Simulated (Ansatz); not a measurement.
A nudged elastic band was laid between two geometries of BClFH (4 atoms, charge 0, multiplicity 1).

Method: Ansatz 0.2.0, RKS r2SCANh/def2-SVP.

| Quantity | Value |
| --- | --- |
| movable images | 7 |
| climbing image | yes |
| spring | 5.0 eV/Å² |
| optimiser | fire |
| start path | through a guess of the saddle point |
| force threshold | 0.05 eV/Å |
| iteration limit | 60 |
| end points | relaxed |
| largest step | 0.5 Å |

Image 0:

```xyz
4
Properties=species:S:1:pos:R:3
B 0.246 0.000 0.274
H -0.014 0.000 1.445
Cl 1.905 0.000 -0.278
F -0.714 0.000 -0.619
```

Image 8:

```xyz
4
Properties=species:S:1:pos:R:3
B -0.699 0.001 -0.160
H 1.389 0.000 0.566
Cl 2.621 0.000 0.992
F -1.887 0.000 -0.576
```

Problem. Which bonds break or form, and what moves?

Solution. Bonds broken: B1–H2, B1–Cl3. Bonds formed: H2–Cl3. BClFH becomes BF + ClH.

Problem. Give the energies along the band, and the barrier.

Solution. It converged. The highest image is number 4 of 0 to 8, 3.70 eV above the first end and 0.27 eV above the last; the last end lies 3.43 eV above the first. Neighbouring images differ by up to 1.5 eV, so the band resolves the path poorly. Another band between the same ends (7 images) ends at a top of the same energy, where a vibrational analysis finds 1 clearly imaginary mode. The orbitals stay closed-shell, which can raise the energy where a bond breaks towards radicals; this wasn't checked here.

```
image  path coordinate (Å)  energy (eV)  B1–H2 (Å)  B1–Cl3 (Å)  H2–Cl3 (Å)
    0                 0.00         0.00       1.20        1.75        2.58
    1                 0.32         0.40       1.18        1.79        2.28
    2                 0.63         1.74       1.16        1.98        2.03
    3                 0.94         3.22       1.20        2.25        1.84
    4                 1.26         3.70       1.33        2.49        1.61
    5                 1.75         3.51       1.79        2.91        1.34
    6                 2.23         3.47       1.98        3.19        1.32
    7                 2.71         3.45       2.07        3.35        1.31
    8                 3.20         3.43       2.21        3.51        1.30
```

Problem. What is the geometry of the highest image?

Solution. 
```xyz
4
Properties=species:S:1:pos:R:3
B -0.423 0.000 0.355
H 0.698 0.000 1.062
Cl 2.065 0.000 0.210
F -0.916 0.000 -0.805
```

Run time: 9.8 min on 1 thread of Arm Neoverse V1, with other jobs on the host, peak memory 0.11 GiB.
